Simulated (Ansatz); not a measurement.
## B–BH–F, triplet: reading a ladder of total energies

Geometry: a PBE0/def2-TZVP stationary point for this spin, not checked as a minimum.

```xyz
4

B     0.0000   -0.2860    1.6155
B     0.0000    0.4445    0.1548
F     0.0000   -0.1777   -1.0181
H     0.0000    1.6488    0.2021
```

Basis cc-pVTZ; Ansatz 0.2.0. Correlated methods freeze the noble-gas cores, which leaves 14 electrons in 101 orbitals. Prefix R: restricted or restricted open-shell reference; prefix U: unrestricted.

Full CI isn't at hand for all of this; UCCSDT(Q) serves as the reference, and is uncertain by about the last step of the cluster series.

Runs differ by some tens of microhartree through their thresholds and, for an open shell, their frozen cores, so steps under 0.03 kcal/mol mean nothing.

```json
{"level": "UHF", "total energy (hartree)": "-149.360072"}
{"level": "UMP2", "total energy (hartree)": "-149.748257"}
{"level": "UCCSD", "total energy (hartree)": "-149.770558"}
{"level": "UCCSD(T)", "total energy (hartree)": "-149.784356"}
{"level": "UCCSDT", "total energy (hartree)": "-149.785494"}
{"level": "UCCSDT(Q)", "total energy (hartree)": "-149.786050"}
```

Problem. What is the correlation energy at UCCSDT(Q), and what share of it do UMP2 and UCCSD recover?

Solution. E(corr) = -149.786050 − (-149.360072) = -0.425978 hartree = -11.591 eV. UMP2: -0.388185 / -0.425978 = 91.13 %. UCCSD: -0.410486 / -0.425978 = 96.36 %.

Problem. By how many kcal/mol does UCCSD(T) miss UCCSDT(Q) (1 hartree = 627.509 kcal/mol), and which steps make up the rest?

Solution. -149.784356 − (-149.786050) = 0.001694 hartree = 1.06 kcal/mol. Steps: UCCSDT − UCCSD(T) = -0.71, UCCSDT(Q) − UCCSDT = -0.35 kcal/mol. Differences between like states or geometries often cancel part of this.
